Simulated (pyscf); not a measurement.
Single points on ωB97X-D3(BJ)/def2-SVP structures (PySCF, gas phase). Correlated levels are frozen-core, on RHF or UHF. ΔMP2 is the change of the MP2 total energy from the triple- to the quadruple-zeta basis.

**Question.** PBE/def2-TZVP puts the barrier of ZnH₂ + CH₃• → ZnH• + CH₄ (hydrogen abstraction; doublet surface; H–Zn broken, C–H formed) at -1.8 kJ/mol and the reaction energy at -135.2 kJ/mol, from the separated reactants. What do r²SCAN/def2-TZVP, B3LYP-D3(BJ)/def2-TZVP, CCSD(T)/def2-TZVPP + ΔMP2(QZVPP) give on the same structures?

**Answer.** r²SCAN: ΔE‡ = 12.8 kJ/mol, ΔE = -118.0 kJ/mol; B3LYP-D3(BJ): ΔE‡ = 8.4 kJ/mol, ΔE = -131.5 kJ/mol; CCSD(T): ΔE‡ = 22.4 kJ/mol, ΔE = -116.5 kJ/mol. PBE's barrier lies under all of them, by 10.1 to 24.2 kJ/mol. Its reaction energy lies under all of them, by 3.7 to 18.7 kJ/mol. At PBE this geometry lies under the reactants; that is no barrier but a single point on another level's saddle; such a level's own saddle, if it has one, lies nearer that side and is low. One saddle was located; it need not be the lowest between these sides. The angle at the transferred H is 180°. The CCSD(T) − MP2 part came from Ansatz, without density fitting, on the same reference. The frozen core leaves the outer d or s,p core shells of the metals and heavy elements correlated in the MP2 and CC values, and def2-TZVPP describes them poorly, which can shift differences by a few kcal/mol. Elements up to Kr have no core potential and no relativistic terms here.
